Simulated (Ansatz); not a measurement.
**Al₃H (triplet): wave-function methods side by side, cc-pVDZ**

An exercise on one series of results from a longer session: the logs are not shown, and one member is left open.

Program: Ansatz 0.2.0, Gaussian basis. Level of theory: cc-pVDZ, core rule «outside noble gas», up to 15 orbitals frozen. These are calculated values, not measurements.

The runs, in order: UHF; CCSD(T) on ROHF; CCSD(T) on UHF; BCCD(T) on ROHF; CISD; CCSDT(Q) on ROHF; CCSDT(Q) on UHF; CASSCF and NEVPT2, 10 electrons in 13 orbitals.

2 further runs of the same task are left out: 2 set aside as unsound or not needed.

## The system

The geometry is a PBE0/def2-TZVP stationary point (not a proven minimum) of the parent state, kept for this charge and spin.

4 atoms, charge 0, spin multiplicity 3.

Atoms are counted from 1 here; the program's logs count them from 0.

Bond lengths: Al1–Al2 2.725 Å, Al2–Al3 2.725 Å, Al2–H4 1.829 Å. Angles: Al1–Al2–Al3 106.7°, Al1–Al2–H4 53.4°, Al3–Al2–H4 53.4°.

The first run:

in.yaml

```yaml
crystal:
  periodic: [false, false, false]
  atoms:
    - {symbol: Al, position_ang: [0.000000, 0.532764, 2.186919]}
    - {symbol: Al, position_ang: [0.000000, -1.093027, 0.000000]}
    - {symbol: Al, position_ang: [0.000000, 0.532764, -2.186919]}
    - {symbol: H, position_ang: [0.000000, 0.736113, 0.000000]}
basis:
  gaussian: {orbitals: cc-pVDZ}
magnetization: {spin_polarized: true, initial_magnetization: 2}
hamiltonian: {xc: hf}
output: {orbitals: {seedname: orbitals}}
```

Run with:

```sh
> ansatz run in.yaml --threads 1 --pin off --events-out ev --progress --plain --max-ram 4096MiB --backend cpu
```

Steps of the session up to this table: UHF; CCSD(T) on ROHF; CCSD(T) on UHF; BCCD(T) on ROHF; CISD; CCSDT(Q) on ROHF; CCSDT(Q) on UHF; CASSCF and NEVPT2, 10 electrons in 13 orbitals.

One of the session's tables, all rows but one given; the rest of the session is left out.

| method | from RCCSDT(Q) (kJ/mol) |
| --- | --- |
| ROHF | +581.5 |
| UHF | +554.0 |
| RMP2 | +145.0 |
| UMP2 | +164.4 |
| CISD | ? |
| RCCSD | +41.3 |
| UCCSD | +39.9 |
| RCCSD(T) | +9.4 |
| UCCSD(T) | +10.2 |
| BCCD(T) | +9.4 |
| RCCSDT | +3.1 |
| UCCSDT | +2.8 |
| RCCSDT(Q) | 0 |
| UCCSDT(Q) | -0.3 |
| CASSCF valence | +289.1 |
| NEVPT2 valence | +73.2 |

Q: Estimate the row for CISD from the others.

The run gave: from RCCSDT(Q) (kJ/mol): +102.2. In the column «from RCCSDT(Q) (kJ/mol)» it lies between NEVPT2 valence (+73.2) and RMP2 (+145.0).

Limits of these values: Restricted and unrestricted rows rest on different reference determinants; where their highest levels disagree by more than a few hundredths of an eV, they describe different states and don't form one ladder.
